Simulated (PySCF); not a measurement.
# C2F3N (Acetonitrile, trifluoro-): the cost of one run

The runs use PySCF 2.14.0, with density-fitted response routines of our own; the level of theory stands in each step. All values are computed, except where a source is named. Atoms count from 0, in the outputs and in this text.

## 1. The starting structure

6 atoms, charge 0, multiplicity 1; geometry from: MMFF94s. The atoms were then displaced at random by about 0.03 Å, so the start is not that level's minimum.

Bonds of the start (Å): N0–C1 1.24, C1–C2 1.51, C2–F3 1.29, C2–F4 1.33, C2–F5 1.35.

## 2. Geometry optimisation at PBE0-D3(BJ)/def2-SVP

The job: settings as JSON, then the geometry in Å.

```
{"job": {"xc": "PBE0", "basis": "def2-SVP", "d3": "d3bj", "grid": 1, "shake": 0.03, "kind": "geom"}, "charge": 0, "multiplicity": 1}
N      2.256410    -0.053490     0.036240
C      1.013390    -0.002700     0.004650
C     -0.495810    -0.011550    -0.030650
F     -0.811570    -1.003110    -0.790730
F     -0.950310    -0.196870     1.209510
F     -0.948990     1.171700    -0.498300
```

Run with:

```
> OMP_NUM_THREADS=1 python probes_run.py task.json out
```

This one command runs all jobs of the session in turn.

Q: Estimate the wall time and peak memory of this first job on 1 thread of Arm Neoverse V1, shared host.

About 16 s, with a peak of 0.34 GiB.
